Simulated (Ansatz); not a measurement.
**PH₄ (doublet): the correlation ladder at distance P1–H2 = 1.228 Å, 6-31G**

Aim: climb from Hartree-Fock through coupled cluster and multireference methods for PH₄ (doublet) at one geometry and basis, and see what each rung misses.

The runs use Ansatz 0.2.0, Gaussian basis; 6-31G, core rule «outside noble gas», up to 5 orbitals frozen.

Plan: UHF; CCSD(T) on ROHF; CCSD(T) on UHF; BCCD(T) on ROHF; CISD; CCSDT(Q) on ROHF; CCSDT(Q) on UHF; CISDTQ; CCSDTQ on ROHF; CCSDTQ on UHF; CASSCF and MRCISD+Q, 3 electrons in 3 orbitals; CASSCF and NEVPT2, 3 electrons in 3 orbitals; CASSCF and MRCISD+Q, 9 electrons in 8 orbitals; CASSCF and MRCISD+Q(relaxed), 9 electrons in 8 orbitals; CASSCF and NEVPT2, 9 electrons in 8 orbitals; Full CI.

15 further runs of the same task are left out: 11 that didn't finish, 4 set aside as unsound or not needed.

## (1) The system

The geometry derives from a PBE0/def2-TZVP stationary point (not a proven minimum). One bond is set to the value named and the two fragments are kept rigid.

5 atoms, charge 0, spin multiplicity 2.

Atoms are counted from 1 here; the program's logs count them from 0.

Bond lengths: P1–H2 1.228 Å, P1–H3 1.410 Å, P1–H4 1.410 Å, P1–H5 1.519 Å. Angles: H2–P1–H3 92.8°, H2–P1–H4 92.8°, H2–P1–H5 171.2°, H3–P1–H4 99.8°, H3–P1–H5 92.8°, H4–P1–H5 92.8°.

## (2) UHF

Contents of in.yaml:

```yaml
crystal:
  periodic: [false, false, false]
  atoms:
    - {symbol: P, position_ang: [0.046267, 0.000000, -0.008357]}
    - {symbol: H, position_ang: [0.139998, 0.000000, -1.232775]}
    - {symbol: H, position_ang: [-0.861990, 1.078238, -0.008357]}
    - {symbol: H, position_ang: [-0.861990, -1.078238, -0.008357]}
    - {symbol: H, position_ang: [0.162217, 0.000000, 1.506311]}
basis:
  gaussian: {orbitals: 6-31G}
magnetization: {spin_polarized: true, initial_magnetization: 1}
hamiltonian: {xc: hf}
output: {orbitals: {seedname: orbitals}}
```

Launch:

```
$ ansatz run in.yaml --threads 1 --pin off --events-out ev --progress --plain --max-ram 2393MiB
```

Further steps of the session: CCSD(T) on ROHF; CCSD(T) on UHF; BCCD(T) on ROHF; CISD; CCSDT(Q) on ROHF; CCSDT(Q) on UHF; CISDTQ; CCSDTQ on ROHF; CCSDTQ on UHF; CASSCF and MRCISD+Q, 3 electrons in 3 orbitals; CASSCF and NEVPT2, 3 electrons in 3 orbitals; CASSCF and MRCISD+Q, 9 electrons in 8 orbitals; CASSCF and MRCISD+Q(relaxed), 9 electrons in 8 orbitals; CASSCF and NEVPT2, 9 electrons in 8 orbitals; Full CI.

**Question.** What will the summary of the whole plan be? Wanted: FCI below the RHF energy; RMP2 from FCI; UMP2 from FCI; RCCSD from FCI; RCCSD(T) from FCI; UCCSD(T) from FCI; RCCSDT(Q) from FCI; UCCSDT(Q) from FCI; NEVPT2 pair from FCI.

As calculated:

```
                         quantity                                                                                                                                                                                  value
         FCI below the RHF energy                                                                                                                                                                             -2.6035 eV
                    RMP2 from FCI                                                                                                                                                                        +15.55 kcal/mol
                    UMP2 from FCI                                                                                                                                                                        +15.37 kcal/mol
                   RCCSD from FCI                                                                                                                                                                         +0.87 kcal/mol
                RCCSD(T) from FCI                                                                                                                                                                         +0.24 kcal/mol
                UCCSD(T) from FCI                                                                                                                                                                         +0.24 kcal/mol
               RCCSDT(Q) from FCI                                                                                                                                                                         +0.01 kcal/mol
               UCCSDT(Q) from FCI                                                                                                                                                                         +0.01 kcal/mol
             NEVPT2 pair from FCI                                                                                                                                                                        +12.67 kcal/mol
           MRCISD+Q pair from FCI                                                                                                                                                                         -0.15 kcal/mol
          NEVPT2 valence from FCI                                                                                                                                                                         +5.59 kcal/mol
levels within 1 kcal/mol (43 meV)  RCCSD, UCCSD, RCCSD(T), UCCSD(T), BCCD(T), RCCSDT, UCCSDT, CISDTQ, RCCSDT(Q), UCCSDT(Q), RCCSDTQ, UCCSDTQ, MRCISD+Q pair, MRCISD valence, MRCISD+Q valence, MRCISD+Q(relaxed) valence
                    T1 diagnostic                                                                                                                                                                                  0.017
   effectively unpaired electrons                                                                                                                                                                                   1.02
```

**Reading.** RCCSD(T) lands +0.24 kcal/mol from the yardstick (0.4 % of the correlation energy). MRCISD+Q pair falls below full CI: the +Q correction isn't variational, and the cores differ from full CI's. One determinant dominates. Of the multireference levels listed MRCISD+Q(relaxed) valence comes nearest in total energy (-0.01 kcal/mol), which doesn't show that its space is the better one. These misses are within one basis, not against nature; the frozen cores of restricted and unrestricted runs differ, which can shift their rows.
